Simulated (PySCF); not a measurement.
# Basis set benchmark on one molecule

Molecule: SMILES ClCCl, CH2Cl2.

Geometry:
```json
{"atom": "Cl1", "x (Å)": "-1.474", "y (Å)": "0.789", "z (Å)": "0.022"}
{"atom": "C2", "x (Å)": "0.018", "y (Å)": "-0.160", "z (Å)": "-0.002"}
{"atom": "Cl3", "x (Å)": "1.474", "y (Å)": "0.827", "z (Å)": "-0.166"}
{"atom": "H4", "x (Å)": "0.084", "y (Å)": "-0.717", "z (Å)": "0.939"}
{"atom": "H5", "x (Å)": "-0.028", "y (Å)": "-0.848", "z (Å)": "-0.855"}
```

Geometry PBE0-D3(BJ)/def2-SVP throughout; GIAO in PySCF, gas phase, one conformer, non-relativistic; equivalent atoms averaged; functional PBE0.

Reference values (measured; solution, acetone-d6, 298 K; Fulmer et al., Organometallics 2010, 29, 2176): δ(H4/H5) = 5.63 ppm, δ(C2) = 55.0 ppm. Computed shifts are taken against TMS, calculated as an isolated molecule at each level.

Question: How do the basis sets STO-3G, 6-31G, pcSseg-0, 6-31G*, def2-SVP, cc-pVDZ, pcSseg-1, aug-cc-pVDZ, 6-311+G(2d,p), def2-TZVP, cc-pVTZ, IGLO-III, pcSseg-2, pcSseg-3 perform against the reference? Times are CPU seconds on shared hosts with different chips, so compare them loosely.

Answer: 
| basis set | functions | H4/H5 | C2 | abs. error H | abs. error C | core-s |
| --- | --- | --- | --- | --- | --- | --- |
| STO-3G | 25 | 3.73 | 63.2 | 1.90 | 8.2 | 1.6 |
| 6-31G | 39 | 4.94 | 59.7 | 0.69 | 4.7 | 3.3 |
| pcSseg-0 | 39 | 4.84 | 69.5 | 0.79 | 14.5 | 1.8 |
| 6-31G* | 54 | 4.91 | 58.7 | 0.72 | 3.7 | 3.9 |
| def2-SVP | 60 | 4.98 | 62.8 | 0.65 | 7.8 | 3.7 |
| cc-pVDZ | 60 | 5.03 | 65.2 | 0.60 | 10.2 | 2.8 |
| pcSseg-1 | 75 | 5.24 | 66.8 | 0.39 | 11.8 | 2.4 |
| aug-cc-pVDZ | 95 | 5.45 | 65.2 | 0.18 | 10.2 | 4 |
| 6-311+G(2d,p) | 109 | 5.40 | 66.2 | 0.23 | 11.2 | 6.9 |
| def2-TZVP | 117 | 5.33 | 65.9 | 0.30 | 10.9 | 7.9 |
| cc-pVTZ | 126 | 5.36 | 66.1 | 0.27 | 11.1 | 5.5 |
| IGLO-III | 143 | 5.43 | 66.4 | 0.20 | 11.4 | 5.8 |
| pcSseg-2 | 150 | 5.36 | 67.5 | 0.27 | 12.5 | 5.2 |
| pcSseg-3 | 290 | 5.42 | 67.2 | 0.21 | 12.2 | 22 |

For ¹H the closest is aug-cc-pVDZ (0.18 ppm, with IGLO-III practically level) and the furthest STO-3G (1.90 ppm).

For ¹³C the closest is 6-31G* (3.7 ppm) and the furthest pcSseg-0 (14.5 ppm). Where a smaller basis beats a larger one, errors probably cancel; the largest sets show where the functional converges. One molecule is a small sample, and vibrational and solvent effects are absent from the calculation.

A small basis that lands close on one nucleus may do so by chance; judge by the trend and by all nuclei.
